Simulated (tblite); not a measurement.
Compound: C₄H₄NP.
SMILES: `C1=CN=CP=C1`

Calculated harmonic vibrations of the isolated species, GFN2-xTB (tblite), most abundant isotopes, no scaling. The method is semi-empirical: single wavenumbers can be off by several per cent or more.

Harmonic wavenumbers (cm⁻¹): 197.3, 307.8, 447.1, 524.9, 619.3, 706.3, 803.2, 821.9, 841.6, 886.5, 894.1, 918.8, 1072.5, 1157.3, 1213.1, 1257.9, 1344.2, 1367.4, 1491.5, 1531.3, 2995.0, 3027.1, 3046.7, 3060.5.

A = 5355, B = 3623, C = 2161 MHz; mass 97.008 u (most abundant isotopes); point group Cs, symmetry number 1.

**Question.** What is the zero-point energy?

**Answer.** Half the sum of the wavenumbers: 15267 cm⁻¹ = 43.65 kcal/mol.

**Question.** Give the ideal-gas entropy at 200 K and 1 bar in the rigid-rotor, harmonic-oscillator model (classical rotation).

**Answer.** Translation 37.67, rotation 25.25, vibration 3.20: S = 66.1 cal/(mol K).

**Question.** And Cp and H(200 K) − H(0)?

**Answer.** Cp = 14.46 cal/(mol K), of which vibrations give 6.51 (their classical limit is 24 R = 47.7); H(200 K) − H(0) = 2.03 kcal/mol without the zero-point energy, 0.44 from vibrations.

**Question.** What must be added to the electronic energy to get the Gibbs energy at 200 K and 1 bar?

**Answer.** ZPE + [H(200 K) − H(0)] − T·S = 43.65 + 2.03 − 13.22 = 32.46 kcal/mol.

**Question.** How do the functions run with temperature in this model?

**Answer.** 
```json
{"T (K)": "100", "S (cal/(mol K))": "58.0", "Cp (cal/(mol K))": "9.7", "H − H(0) (kcal/mol)": "0.84", "G − H(0) (kcal/mol)": "-4.96", "ln q(vib)": "0.07"}
{"T (K)": "300", "S (cal/(mol K))": "73.1", "Cp (cal/(mol K))": "20.6", "H − H(0) (kcal/mol)": "3.78", "G − H(0) (kcal/mol)": "-18.15", "ln q(vib)": "1.17"}
{"T (K)": "500", "S (cal/(mol K))": "86.3", "Cp (cal/(mol K))": "31.1", "H − H(0) (kcal/mol)": "9.02", "G − H(0) (kcal/mol)": "-34.11", "ln q(vib)": "3.01"}
{"T (K)": "800", "S (cal/(mol K))": "103.1", "Cp (cal/(mol K))": "40.2", "H − H(0) (kcal/mol)": "19.86", "G − H(0) (kcal/mol)": "-62.61", "ln q(vib)": "6.17"}
{"T (K)": "1000", "S (cal/(mol K))": "112.5", "Cp (cal/(mol K))": "43.8", "H − H(0) (kcal/mol)": "28.28", "G − H(0) (kcal/mol)": "-84.18", "ln q(vib)": "8.26"}
```

q(vib) and H(0) count from the zero-point level.

**Question.** Which modes carry the vibrational entropy at 200 K?

**Answer.** 197.3 cm⁻¹: 1.45; 307.8 cm⁻¹: 0.77; 447.1 cm⁻¹: 0.35; 524.9 cm⁻¹: 0.22; 619.3 cm⁻¹: 0.13; 706.3 cm⁻¹: 0.08 cal/(mol K); the other 18 give 0.20 together.

Hindered rotation and anharmonicity are outside this model.

On one thread of an Arm Neoverse N1 (shared host), this took 0.35 s wall. This covers the Hessian and the dipole derivatives.
